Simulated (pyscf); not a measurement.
## Multi-bond step: `[CH3][CH2][Zn][OH]` + `[H][H]` -> `[CH2]=[CH2]` + `[OH][ZnH]` + `[H][H]`

Gas phase, singlet surface, charge 0. Bonds broken: C1–H11, C2–Zn3, H5–H12. Bonds formed: Zn3–H5, H11–H12. Single points on ωB97X-D3(BJ)/def2-SVP structures (PySCF, gas phase).

Transition state (Å):

```xyz
12

C     -1.0710     0.8017     1.4898
C     -0.1435    -0.1834     1.1804
Zn    -0.2049    -1.0117    -0.8732
O      0.9011    -2.2945    -1.4793
H     -1.4584    -0.0108    -1.2302
H     -0.7634     1.8521     1.5306
H     -1.9543     0.5556     2.0887
H     -0.2920    -1.1899     1.5939
H      0.9040     0.1121     1.0338
H      1.5518    -2.6162    -0.8476
H     -2.0153     1.1414     0.2648
H     -1.9693     0.7544    -0.5385
```

One imaginary mode, 1096i cm⁻¹; descent along it reached the two sides named, in the forms told below.

| bond | change | reactant side (Å) | saddle | product side |
|---|---|---|---|---|
| C1–H11 | breaks | 1.103 | 1.584 | 3.6 |
| C2–Zn3 | breaks | 1.937 | 2.215 | 2.7 |
| H5–H12 | breaks | 0.764 | 1.151 | 2.7 |
| Zn3–H5 | forms | 3.0 | 1.643 | 1.535 |
| H11–H12 | forms | 4.3 | 0.893 | 0.761 |

Electronic energies relative to the separated reactants (eV):

| level | barrier | reaction energy | reverse barrier |
|---|---|---|---|
| ωB97X-D3(BJ)/def2-TZVP | 2.52 | +1.34 | 1.17 |
| PBE/def2-TZVP | 2.05 | +1.26 | 0.79 |
| r²SCAN/def2-TZVP | 2.11 | +1.29 | 0.82 |
| B3LYP-D3(BJ)/def2-TZVP | 2.23 | +1.16 | 1.07 |
| PBE0-D3(BJ)/def2-TZVP | 2.25 | +1.39 | 0.86 |
| M06-2X/def2-TZVP | 2.43 | +1.28 | 1.15 |
| ωB97M-D3(BJ)/def2-TZVP | 2.43 | +1.19 | 1.24 |
| HF/def2-TZVP | 3.17 | +0.84 | 2.32 |

With ωB97M-D3(BJ)/def2-TZVP energies and thermal terms (ideal gas, 1 atm, RRHO with modes under 100 cm⁻¹ raised to 100, one conformer, R ln 2 for chiral ones without a mode under 150 cm⁻¹), in eV:

```json
[
 {"T (K)": "298", "ΔH‡": "2.33", "ΔG‡": "2.72", "ΔH": "+1.00", "ΔG": "+0.59"},
 {"T (K)": "600", "ΔH‡": "2.32", "ΔG‡": "3.12", "ΔH": "+0.99", "ΔG": "+0.19"},
 {"T (K)": "900", "ΔH‡": "2.34", "ΔG‡": "3.51", "ΔH": "+0.96", "ΔG": "-0.21"},
 {"T (K)": "1200", "ΔH‡": "2.36", "ΔG‡": "3.90", "ΔH": "+0.92", "ΔG": "-0.60"}
]
```

On the product side the descent ends in a complex (not fully relaxed), 0.33 eV under the separated species and 1.51 eV under the saddle at ωB97X-D3(BJ)/def2-TZVP. The same reactants have a lower exit, to HO–ZnH + H₃C–CH₃ (barrier +2.00 eV at ωB97M-D3(BJ)/def2-TZVP, against +2.43 eV here). One saddle was located; it need not be the lowest between these sides. Elements up to Kr have no core potential and no relativistic terms here.
